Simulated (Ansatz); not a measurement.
Anatase TiO2 (metastable phase), treated with LDA (PAW; Ansatz, a quantum-chemistry and plane-wave program).

Run with plane-wave cutoff 500 eV, 12×12×12 k mesh, gaussian smearing 0.02 eV, no spin polarisation, scalar-relativistic PAW data made under PBE.

Cell (relaxed at this level):

TiO$_{2}$ has the tetragonal space group I4₁/amd, origin choice 1 (No. 141), the anatase structure, Pearson symbol tI12. Cell: a = b = 3.739 Å, c = 9.458 Å, α = β = γ = 90.00°. Ti on 4a has 6 O at 1.911–1.967 Å. O on 8e sees 3 Ti at 1.911–1.967 Å. (Neighbours: up to the widest gap in distance over summed covalent radii, below 1.35, at either atom; cation-cation and far metal-metal contacts left out.)
(The calculation used a cell of 6 atoms; values per cell refer to that cell.)

### Question
What does this level give for the band gap?

### Answer

- band gap = 2.09 eV (on the SCF k mesh)

Measured, for comparison: band gap 3.42 eV (low temperature, zero-point motion not removed, gap of extended states, from the Urbach tail; as tabulated in Kang and Hybertsen (2010), arXiv:1006.4085). Computed (rounded) less measured: band gap -1.33 eV.

Computed values are for the static lattice.
